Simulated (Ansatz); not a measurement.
in.yaml

```yaml
crystal:
  periodic: [false, false, false]
  atoms:
    - {symbol: Al, position_ang: [-1.096698, 0.000000, 0.000000]}
    - {symbol: H, position_ang: [-1.889622, 1.373384, 0.000000]}
    - {symbol: H, position_ang: [-1.889622, -1.373384, 0.000000]}
    - {symbol: H, position_ang: [1.254302, 0.000000, 0.000000]}
    - {symbol: N, position_ang: [2.294302, 0.000000, 0.000000]}
basis:
  gaussian: {orbitals: cc-pVDZ}
magnetization: {spin_polarized: false, initial_magnetization: 3}
hamiltonian: {xc: {name: PBE}}
correlation: {method: bccd, electrons: outside_noble_gas}
scf: {lower_state_search: light}
output: {forces: true}
```

```sh
$ ansatz run in.yaml --threads 1 --pin off --events-out ev --progress --plain --max-ram 2393MiB
```

Log:

```
446 factors; integrals over basis functions are off by at most 1.7e-3 eV
mean field evaluation 1: about -8122.5534 eV, gradient 2.1e1 eV
mean field evaluation 2: about -8122.5495 eV, gradient 2.1e1 eV
mean field evaluation 4: about -8109.4187 eV, gradient 4.2e1 eV
mean field evaluation 8: about -8124.1452 eV, gradient 3.5e-1 eV
mean field evaluation 16: about -8124.1460 eV, gradient 3.4e-5 eV
mean field evaluation 32: about -8124.1447 eV, gradient 2.1e-1 eV
mean field -8124.14598119 eV, -298.5568580649 hartree, gradient 1.1e-6 eV, S^2 3.750000; 1 other end points of the search recorded, 0 dependent functions left out
6 core orbitals not correlated: weight in the atoms' cores, before any rotation towards them, 1.000 or more for the frozen orbitals, at most 0.000 for the correlated occupied ones
reference -8107.84021926 eV, -297.9576323662 hartree; 7, 4 occupied and 34, 37 virtual orbitals, 446 factors
second order -4.75486746 eV of doubles, -0.38511952 eV of singles
cycle   1  -5.85887200 eV  change   -7.2e-1 eV  update   5.7e-2
cycle   2  -6.05285961 eV  change   -1.9e-1 eV  update   2.0e-2
cycle   3  -6.08888566 eV  change   -3.6e-2 eV  update   6.7e-3
cycle   4  -6.08958336 eV  change   -7.0e-4 eV  update   2.8e-3
cycle   5  -6.08990260 eV  change   -3.2e-4 eV  update   8.6e-4
cycle   6  -6.09004284 eV  change   -1.4e-4 eV  update   3.7e-4
cycle   7  -6.09009907 eV  change   -5.6e-5 eV  update   1.6e-4
cycle   8  -6.09014870 eV  change   -5.0e-5 eV  update   6.9e-5
cycle   9  -6.09015963 eV  change   -1.1e-5 eV  update   2.4e-5
cycle  10  -6.09015249 eV  change    7.1e-6 eV  update   7.7e-6
cycle  11  -6.09015164 eV  change    8.5e-7 eV  update   2.7e-6
cycle  12  -6.09015185 eV  change   -2.1e-7 eV  update   1.0e-6
the calculation of the forces begins
Total energy: -8113.93037111 eV, -298.1814413186 hartree
Atom 0 at    -1.096698     0.000000     0.000000 Å, force    -0.279322    -0.000000    -0.000000 eV/Å
Atom 1 at    -1.889622     1.373384     0.000000 Å, force    -0.111517     0.169028     0.000000 eV/Å
Atom 2 at    -1.889622    -1.373384     0.000000 Å, force    -0.111517    -0.169028    -0.000000 eV/Å
Atom 3 at     1.254302     0.000000     0.000000 Å, force    -0.788239    -0.000000     0.000000 eV/Å
Atom 4 at     2.294302     0.000000     0.000000 Å, force     1.290595     0.000000    -0.000000 eV/Å
Dipole moment:    -0.243006    -0.000000     0.000000 e Å
```

Forces (eV/Å):
```
Al  -0.279  0.000  0.000
H   -0.112  0.169  0.000
H   -0.112 -0.169  0.000
H   -0.788  0.000  0.000
N    1.291  0.000  0.000
```

Ran on 1 thread of Arm Neoverse V2, shared host: 5.5 s wall, 0.19 GiB peak host memory.
